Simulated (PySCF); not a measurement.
**Computed properties of isobutane (C4H10), SMILES CC(C)C**

isobutane (C₄H₁₀), SMILES CC(C)C. The structure is a stationary point at B3LYP-D3(BJ)/def2-SVP. Other conformers were not sampled. All values are computed for the isolated molecule unless a solvent is named; none is compared with measurement here.

**Structure.** The optimised structure has C3v symmetry. All 36 harmonic modes at B3LYP-D3(BJ)/def2-SVP (PySCF) are real, so it is a minimum. With heavy atoms numbered as in [CH3:1][CH:2]([CH3:3])[CH3:4], the shortest bond between them is C2–C3 at 1.532 Å and the longest C2–C4 at 1.532 Å.

**Vibrations.** The strongest infrared lines (harmonic, unscaled, degenerate partners summed) lie at 3105 cm⁻¹ (95 km/mol, H 91 %, C 9 %), 3099 cm⁻¹ (84 km/mol, H 91 %, C 9 %), 3015 cm⁻¹ (62 km/mol, H 97 %). The softest mode is at 220 cm⁻¹ and the zero-point energy is 82.1 kcal/mol.

**Electronic structure.** M06-2X/def2-TZVP (PySCF) places the frontier levels at -10.26 and 1.74 eV, a gap of 12.00 eV, and gives a dipole moment of 0.14 D and a mean polarisability of 51.2 bohr³. PBE/def2-TZVP (PySCF) at the same geometry gives -7.57 and 0.34 eV, so its gap is 4.09 eV narrower. An orbital gap is neither the optical nor the fundamental gap.

**Excitations.** TDDFT-B3LYP/def2-SVPD (PySCF) has S1 at 8.34 eV (149 nm, f = 0.008, weak); the most intense of the 10 singlets computed lies at 9.42 eV (f = 0.24). Strengths of degenerate partners are summed. T1 (TDA) is at 8.11 eV. TDDFT-PBE/def2-SVPD (PySCF) puts S1 at 7.72 eV. No vertical singlet excitation falls in the visible range (under 3.1 eV).

**NMR.** GIAO shifts at PBE0/pcSseg-1 (PySCF) (non-relativistic, atoms alike by connectivity averaged): ¹³C from 28.1 to 28.6 ppm against TMS; ¹H from 1.2 to 1.8 ppm against TMS.

**Solvation.** SMD-M06-2X/def2-SVP (PySCF) gives 2.2 kcal/mol in water, -2.4 kcal/mol in diethylether, -2.6 kcal/mol in chloroform (1 M in both phases, gas-phase geometry).
